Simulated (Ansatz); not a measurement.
# [AlH$_{2}$···H···H], doublet: reading a ladder of total energies

All five atoms lie in one plane.

Geometry: a point of a hydrogen-transfer path between rigid fragments, not a stationary point.

```xyz
5

Al   -0.1079    0.0000    0.0000
H    -0.9009    1.3734    0.0000
H    -0.9009   -1.3734    0.0000
H     1.7751    0.0000    0.0000
H     2.9161    0.0000    0.0000
```

Basis cc-pVDZ; Ansatz 0.2.0. Only valence electrons are correlated (noble-gas cores frozen), which leaves 7 electrons in 33 orbitals. R marks a restricted (for open shells ROHF) determinant, U an unrestricted one.

Full CI is exact within this basis and frozen core; it isn't the basis-set limit. The frozen core follows each run's orbitals, which can shift R against U totals by a few meV.

Runs differ by some tens of microhartree through their thresholds and, for an open shell, their frozen cores, so steps under 0.1 kcal/mol mean nothing.

| level | total energy (hartree) |
| --- | --- |
| UHF | -244.110722 |
| UMP2 | -244.194598 |
| UCCSD | -244.224239 |
| UCCSD(T) | -244.225904 |
| UCCSDT | -244.226555 |
| UCCSDT(Q) | -244.226606 |
| UCCSDTQ | -244.226627 |
| full CI | -244.226623 |

Q: What is the correlation energy at full CI, and what share of it do UMP2 and UCCSD(T) recover?

A: E(corr) = -244.226623 − (-244.110722) = -0.115901 hartree = -3.154 eV. UMP2: -0.083876 / -0.115901 = 72.37 %. UCCSD(T): -0.115182 / -0.115901 = 99.38 %.

Q: By how many kcal/mol does UCCSD(T) miss full CI (1 hartree = 627.509 kcal/mol), and which steps make up the rest?

A: -244.225904 − (-244.226623) = 0.000719 hartree = 0.45 kcal/mol. Steps: UCCSDT − UCCSD(T) = -0.41, UCCSDT(Q) − UCCSDT = -0.03, UCCSDTQ − UCCSDT(Q) = -0.01, full CI − UCCSDTQ = 0.00 kcal/mol. That is within 1 kcal/mol of the reference in this basis, which itself misses far more of the correlation at the basis-set limit.
